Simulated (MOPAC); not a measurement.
MOPAC input (PM3):

```
PM3 PRECISE GNORM=0.05 LET XYZ UHF MS=0.5 GEO-OK AUX(PRECISION=9) THREADS=1
CHO

C     0.04971801 1    0.58373572 1   -0.00114401 1
O     0.07409359 1   -0.58783396 1   -0.00094961 1
H    -0.89105678 1    1.20025732 1    0.01446098 1
```

From the last part of the output:

```
                                                       MOPAC v23.2.5 Linux

          FINAL HEAT OF FORMATION =        -10.23281 KCAL/MOL =     -42.81408 KJ/MOL

          COSMO AREA              =         59.00 SQUARE ANGSTROMS
          COSMO VOLUME            =         41.21 CUBIC ANGSTROMS

          GRADIENT NORM           =          0.00453          =       0.00262 PER ATOM
          IONIZATION POTENTIAL    =          9.048661 EV
          ALPHA SOMO LUMO (EV)    =         -9.049  0.660
          BETA  SOMO LUMO (EV)    =        -14.188  0.948
          NO. OF ALPHA ELECTRONS  =          6
          NO. OF BETA  ELECTRONS  =          5
          MOLECULAR WEIGHT        =         29.0183         POINT GROUP:  Cs

          MOLECULAR DIMENSIONS (Angstroms)

            Atom       Atom       Distance
            H     3    O     2     2.09402
            O     2    C     1     0.41728
            O     2    H     3     0.00000

          SCF CALCULATIONS        =         14

   ATOM   CHEMICAL          X               Y               Z
  NUMBER   SYMBOL      (ANGSTROMS)     (ANGSTROMS)     (ANGSTROMS)

     1       C         -0.00191205  *   0.56656883  *  -0.00026118  *
     2       O          0.10041235  *  -0.59477955  *  -0.00139151  *
     3       H         -0.81768536  *   1.28719152  *   0.01317399  *

                             CARTESIAN COORDINATES

   1    C       -0.001912047     0.566568835    -0.000261178
   2    O        0.100412347    -0.594779549    -0.001391507
   3    H       -0.817685361     1.287191524     0.013173986

           Empirical Formula: C H O  =     3 atoms

      MOLECULAR POINT GROUP   :   Cs

          ALPHA EIGENVALUES
 -38.83337 -22.92749 -17.35259 -15.55009 -15.22848  -9.04866   0.65973   2.65966
   6.30132

           BETA EIGENVALUES
 -38.59604 -22.06499 -16.71360 -15.07597 -14.18779   0.94840   1.23919   3.39451
   7.21205

              NET ATOMIC CHARGES AND DIPOLE CONTRIBUTIONS

  ATOM NO.   TYPE          CHARGE      No. of ELECS.   s-Pop       p-Pop
    1          C           0.113771        3.8862     1.41678     2.46945
    2          O          -0.184057        6.1841     1.83695     4.34711
    3          H           0.070286        0.9297     0.92971
 DIPOLE           X         Y         Z       TOTAL
 POINT-CHG.    -0.366     1.270     0.006     1.322
 HYBRID        -0.750    -0.121     0.013     0.759
 SUM           -1.115     1.149     0.018     1.602

          ATOMIC ORBITAL ELECTRON POPULATIONS

     Atom    s        px        py        pz
    1  C   1.41678   0.93999   0.89637   0.63309
    2  O   1.83695   1.68330   1.29672   1.36709
    3  H   0.92971

                    (SZ)    =    0.500000
                    (S**2)  =    0.755715

          ATOMIC ORBITAL SPIN POPULATIONS

    Atom   Total    s     px     py     pz
         Atomic
    1  C  0.6457  0.161  0.354  0.074  0.057
    2  O  0.1830  0.002  0.209  0.028 -0.056
    3  H  0.1713  0.171

 **********************
 *                    *
 * JOB ENDED NORMALLY *
 *                    *
 **********************

 == MOPAC DONE ==
```
